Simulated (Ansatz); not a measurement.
Relaxation of BF$_{2}$ (3 atoms, charge 0, multiplicity 2), to a largest force component of 0.02 eV/Å in at most 40 steps.

These are results of UKS PBE0/def2-SVP (Ansatz), not measurements.

```xyz
3
Properties=species:S:1:pos:R:3
F 0.586 -1.189 0.183
B 0.312 0.280 0.204
F -0.909 0.844 -0.401
```

**Question.** Where does it end, and by what steps?

**Answer.** The forces met the threshold. After 4 steps the energy has fallen by 1.150 eV; F1 moved furthest, 0.16 Å.

| step | energy less start (eV) | largest force component (eV/Å) | accepted |
| --- | --- | --- | --- |
| 0 | 0.0000 | 5.327 | yes |
| 1 | -0.9321 | 2.919 | yes |
| 2 | -1.1225 | 0.542 | yes |
| 3 | -1.1475 | 0.166 | yes |
| 4 | -1.1504 | 0.001 | yes |

```xyz
3
Properties=species:S:1:pos:R:3
F 0.512 -1.044 0.159
B 0.280 0.242 0.182
F -0.803 0.738 -0.355
```

The run took 6.7 s on 1 thread of Arm Neoverse V1, with other jobs on the host, peak memory 0.098 GiB.
